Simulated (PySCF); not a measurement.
Compound: C₃H₅Cl.
Structure used (PBE0-D3(BJ)/def2-TZVP), in Å, numbered top down from 1:
```
atom  x, y, z in Å
Cl1   -0.123    1.915   -1.200
C2     0.123    0.783    0.117
C3     0.683   -0.563   -0.177
C4    -0.758   -0.410    0.224
H5     0.428    1.297    1.019
H6     1.384   -0.982    0.535
H7     0.889   -0.795   -1.213
H8    -1.064   -0.722    1.214
H9    -1.505   -0.541   -0.548
```

Computed with PySCF at wB97X-D/pcSseg-2, non-relativistic, on one gas-phase PBE0-D3(BJ)/def2-TZVP geometry that isn't relaxed in the solvent. The solvent is an IEF-PCM continuum (van der Waals radii × 1.2). The model holds no explicit solvent molecules, cavitation or dispersion.

Gas phase at wB97X-D/pcSseg-2: HOMO -9.68 eV, LUMO 2.36 eV, dipole 2.01 D.

Task: What does the continuum do to the energy, the frontier levels and the dipole at wB97X-D/pcSseg-2 in chloroform?

Result: 
```
   solvent      ε  E(solvent) − E(gas) (kcal/mol)  polarisation term (kcal/mol)  distortion of the solute (kcal/mol)  HOMO (eV)  LUMO (eV)  dipole (D)
chloroform  4.711                           -1.98                         -2.21                                 0.23      -9.70       2.57        2.45
```

The polarisation term is half the interaction of the solute with the surface charges that it induces; the rest is the cost of distorting the solute's density. The sum is the electrostatic part of solvation alone.

Task: Which radius a makes the point-dipole formula ΔE = −[(ε − 1)/(2ε + 1)]·μ²/a³ give the value in chloroform, with the gas-phase dipole?

Result: μ = 0.790 au and |ΔE| = 0.00316 Eh give a = 2.18 Å; the farthest nucleus lies 2.26 Å from the centroid of the nuclei, so such a sphere wouldn't even hold the nuclei. The formula assumes a rigid point dipole at the centre of a sphere.

Task: Give the dipole vector in the frame of the coordinates (D, pointing from negative to positive charge), gas and chloroform.

Result: Gas (0.22, -1.48, 1.34), solvent (0.27, -1.79, 1.65). Its length changes by +22 % and its direction by less than 1°.

Note: wB97X-D ran without an empirical dispersion term, which enters the total energy and its gradient alone.
